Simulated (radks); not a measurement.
# O²⁻ held by a Watson sphere

Aim: the size and levels of O²⁻ inside a shell of charge +2 and radius R, which stands for the Madelung well of a crystal, for several R.

The numbers are computed with radks (a radial shooting solver on a logarithmic mesh, Libxc functionals) version 1 (non-relativistic Kohn-Sham, PBEsol, spin-polarised, spherical densities, point nucleus), except any that are marked as measured or tabulated.

## Step 1: Starting point

- element: oxygen (Z = 8)
- charge: -2
- electrons: 10
- configuration: [Ne]

The outer shells:

O²⁻
```
[He] core
2s [↑↓]
2p [↑↓][↑↓][↑↓]
```

## Step 2: R = 1.7 bohr

The run's settings:

```text
Z 8
configuration [Ne]
relativity non-relativistic
functional pbe_sol,pbe_sol
spin polarised
nucleus point
watson charge 2 radius 1.7 bohr
response adiabatic LDA kernel
```

## Step 3: R = 1.76 bohr

Changes since step 2:

```diff
@@ -6,3 +6,3 @@
 nucleus point
-watson charge 2 radius 1.7 bohr
+watson charge 2 radius 1.76 bohr
 response adiabatic LDA kernel
```

## Step 4: R = 1.79 bohr

Changes since step 3:

```diff
@@ -6,3 +6,3 @@
 nucleus point
-watson charge 2 radius 1.76 bohr
+watson charge 2 radius 1.79 bohr
 response adiabatic LDA kernel
```

## Step 5: R = 2.13 bohr

Changes since step 4:

```diff
@@ -6,3 +6,3 @@
 nucleus point
-watson charge 2 radius 1.79 bohr
+watson charge 2 radius 2.13 bohr
 response adiabatic LDA kernel
```

## Step 6: R = 2.18 bohr

Changes since step 5:

```diff
@@ -6,3 +6,3 @@
 nucleus point
-watson charge 2 radius 2.13 bohr
+watson charge 2 radius 2.18 bohr
 response adiabatic LDA kernel
```

## Step 7: R = 2.66 bohr

Changes since step 6:

```diff
@@ -6,3 +6,3 @@
 nucleus point
-watson charge 2 radius 2.18 bohr
+watson charge 2 radius 2.66 bohr
 response adiabatic LDA kernel
```

## Step 8: R = 2.77 bohr

Changes since step 7:

```diff
@@ -6,3 +6,3 @@
 nucleus point
-watson charge 2 radius 2.66 bohr
+watson charge 2 radius 2.77 bohr
 response adiabatic LDA kernel
```

## Step 9: R = 3.01 bohr

Changes since step 8:

```diff
@@ -6,3 +6,3 @@
 nucleus point
-watson charge 2 radius 2.77 bohr
+watson charge 2 radius 3.01 bohr
 response adiabatic LDA kernel
```

## Step 10: R = 3.5 bohr

Changes since step 9:

```diff
@@ -6,3 +6,3 @@
 nucleus point
-watson charge 2 radius 3.01 bohr
+watson charge 2 radius 3.5 bohr
 response adiabatic LDA kernel
```

Q: Predict the outcome of this session. Wanted: for each run, R; highest level; its <r>; sum of <r²>; α.

As calculated:

| R (bohr) | highest level (eV) | its <r> (bohr) | sum of <r²> (bohr²) | α (bohr³) |
| --- | --- | --- | --- | --- |
| 1.7 | -8.846 | 1.416 | 19.56 | 10.80 |
| 1.76 | -8.608 | 1.432 | 19.99 | 11.48 |
| 1.79 | -8.491 | 1.439 | 20.20 | 11.83 |
| 2.13 | -7.254 | 1.521 | 22.59 | 16.62 |
| 2.18 | -7.086 | 1.533 | 22.94 | 17.46 |
| 2.66 | -5.669 | 1.636 | 26.32 | 27.76 |
| 2.77 | -5.390 | 1.658 | 27.10 | 30.80 |
| 3.01 | -4.837 | 1.705 | 28.84 | 38.50 |
| 3.5 | -3.911 | 1.796 | 32.56 | 59.99 |

**Reading.** From R = 1.7 to 3.5 bohr the top level moves from -8.846 to -3.911 eV and its mean radius from 1.42 to 1.80 bohr. A wider sphere makes a shallower well, so the ion swells. The polarisability goes from 10.8 to 60.0 bohr³. Response by self-consistent Sternheimer equations with the Hartree and adiabatic LDA kernel. The sphere does not respond.
